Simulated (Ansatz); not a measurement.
Process, species as SMILES: C=CCl → [CH]=C (CH-CH2) + Cl atom
B3LYP-D3(BJ)/def2-TZVP geometries, fixed; electronic energies without zero-point terms.

Basis-set convergence of the bond dissociation energy at PBE with Ansatz (a program for electronic structure). Cartesian d functions, on some or all atoms, in 6-31G*, 6-31+G*, 6-311G**, 6-311+G**; all else is spherical. The program fits the integrals of some runs and decomposes those of others, by size. Open shells are unrestricted. No added dispersion term, no relativity. Functions are those of the species that has most. Reference: the value in aug-pcseg-3, 99.64 kcal/mol, itself unsure by roughly 0.05 kcal/mol (its mean distance from aug-cc-pV(Q+d)Z, def2-QZVPPD, pcseg-3).

```tsv
basis	functions	bond dissociation energy (kcal/mol)
3-21G	37	89.98
6-31G	37	89.29
pcseg-0	37	84.38
6-31G*	55	100.08
6-31+G*	67	98.08
6-311G**	81	98.00
6-311+G**	93	[?]
aug-pcseg-1	100	[?]
aug-cc-pV(D+d)Z	105	[?]
def2-TZVP	117	99.75
pcseg-2	136	99.19
jun-cc-pV(T+d)Z	168	[?]
pcseg-3	283	99.65
```

Q: Fill in the missing entries.

A: 
- 6-311+G**, bond dissociation energy (kcal/mol): 97.62
- aug-pcseg-1, bond dissociation energy (kcal/mol): 97.70
- aug-cc-pV(D+d)Z, bond dissociation energy (kcal/mol): 99.85
- jun-cc-pV(T+d)Z, bond dissociation energy (kcal/mol): 99.50
